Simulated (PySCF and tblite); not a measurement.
The numbers below are computed, except where a source is named.
Molecule: C5H10O, numbered as in [OH:1][CH:2]1[CH2:3][CH2:4][CH2:5][CH2:6]1; H are named by their carrier, a and b as at the first point (Å):

```
O1      -2.237   -0.456    0.040
C2      -0.905   -0.592    0.476
C3       0.041   -1.078   -0.644
C4       1.298   -0.218   -0.523
C5       0.758    1.129   -0.053
C6      -0.296    0.737    0.982
H1      -2.256    0.173   -0.690
H2      -0.967   -1.323    1.286
H3a     -0.440   -0.902   -1.609
H3b      0.254   -2.142   -0.566
H4a      1.963   -0.633    0.236
H4b      1.845   -0.150   -1.462
H5a      0.295    1.658   -0.889
H5b      1.533    1.769    0.366
H6a      0.175    0.579    1.952
H6b     -1.072    1.492    1.105
```

The ring 2–3–4–5–6 is held at Altona–Sundaralingam phase angles P (ν_j = ν_max cos(P + 144°(j − 2)), ν_j about the bond from ring atom j to j + 1, counted from 0) and the rest relaxed at GFN2-xTB. Energies: PBE0/pcSseg-1 + D3(BJ). Couplings: B3LYP/6-31G* with H pcJ-1, gas phase, for ¹H. (tblite 0.8, PySCF 2.14.)

(1) How do the most sensitive couplings change along the phase angle P?

(2) Set ³J(H3b,H4b) against its H–C–C–H torsion.

(3) With the energies 0.49, 0.01, 0.00, 0.51, 0.24 kcal/mol at these points, what are the Boltzmann averages at 298 K?

Results:

(1) 
```json
{"phase angle P °": "0", "³J(H3b,H4b)": "0.2", "³J(H5b,H6b)": "0.2", "³J(H5a,H6a)": "13.2", "³J(H4a,H5a)": "13.0", "³J(H3a,H4a)": "12.9"}
{"phase angle P °": "72", "³J(H3b,H4b)": "8.0", "³J(H5b,H6b)": "0.3", "³J(H5a,H6a)": "13.4", "³J(H4a,H5a)": "8.2", "³J(H3a,H4a)": "2.3"}
{"phase angle P °": "144", "³J(H3b,H4b)": "14.3", "³J(H5b,H6b)": "8.4", "³J(H5a,H6a)": "1.6", "³J(H4a,H5a)": "0.2", "³J(H3a,H4a)": "0.4"}
{"phase angle P °": "216", "³J(H3b,H4b)": "8.2", "³J(H5b,H6b)": "13.6", "³J(H5a,H6a)": "0.5", "³J(H4a,H5a)": "0.2", "³J(H3a,H4a)": "2.0"}
{"phase angle P °": "288", "³J(H3b,H4b)": "0.2", "³J(H5b,H6b)": "8.5", "³J(H5a,H6a)": "1.8", "³J(H4a,H5a)": "8.1", "³J(H3a,H4a)": "13.1"}
```
Values in Hz.

(2) 82°: 0.2 Hz, 83°: 0.2 Hz, 133°: 8.0 Hz, 134°: 8.2 Hz, 166°: 14.3 Hz.

(3) ³J(H3b,H4b) 7.4, ³J(H5b,H6b) 5.8, ³J(H5a,H6a) 6.3, ³J(H4a,H5a) 5.5, ³J(H3a,H4a) 5.1 Hz, over these points alone; points not sampled, such as mirror images that interchange a and b, would even out couplings that symmetry makes equal.
